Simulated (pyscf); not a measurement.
H₃Ge–SnH₃ (SMILES [GeH3][SnH3]) + HF (SMILES F) -> F–GeH₂–SnH₃ (SMILES [F][GeH2][SnH3]) + H₂ (SMILES [H][H]), a four-centre exchange (singlet surface; Ge–H, F–H broken, F–Ge, H–H formed). Single points on ωB97X-D3(BJ)/def2-SVP structures (PySCF, gas phase). Energies in eV from the separated reactants.

Small-basis levels: PySCF, no dispersion term, spherical d functions. AM1 to PM7: differences of heats of formation from MOPAC, which are fitted to 298 K values and so differ in kind from electronic energies by zero-point and thermal terms. Cost: rough CPU time at the saddle relative to B3LYP/6-31G*+LANL2DZ, from one job on a shared machine.

| level | barrier | reaction energy | cost |
|---|---|---|---|
| HF/6-31G*+LANL2DZ | 2.52 | -0.50 | 0.1 |
| SVWN5/6-31G*+LANL2DZ | 0.89 | -0.58 | 1.0 |
| BP86/6-31G*+LANL2DZ | 1.34 | -0.65 | 1 |
| PBE/6-31G*+LANL2DZ | 1.26 | -0.64 | 1 |
| B3LYP/LANL2DZ | 1.54 | -0.54 | 0.9 |
| B3LYP/6-31G*+LANL2DZ | 1.55 | -0.72 | 1 |
| B3LYP/6-311+G**+LANL2DZ | 1.75 | -0.13 | 2 |
| PBE/def2-SVP | 1.09 | -0.46 | 5 |
| AM1 | 3.57 | -0.51 | under 0.02 |
| PM3 | 3.63 | -0.75 | under 0.02 |
| PM6 | 1.85 | -1.28 | under 0.02 |
| PM7 | 1.59 | -1.37 | under 0.02 |
| ωB97M-D3(BJ)/def2-TZVP | 1.62 | -0.33 | – |

Against the last row the barrier runs from -0.73 (SVWN5/6-31G*+LANL2DZ) to +2.01 eV (PM3). ωB97M-D3(BJ)/def2-TZVP has limits of its own. At the saddle there is also a short Ge–H contact that neither side keeps. The same reactants have a lower exit, to F–SnH₂–GeH₃ + H₂ (barrier +1.14 eV at ωB97M-D3(BJ)/def2-TZVP, against +1.62 eV here). One saddle was located; it need not be the lowest between these sides. In the def2 sets elements up to Kr have no core potential. In the def2 sets elements past Kr carry core potentials, without spin-orbit coupling.
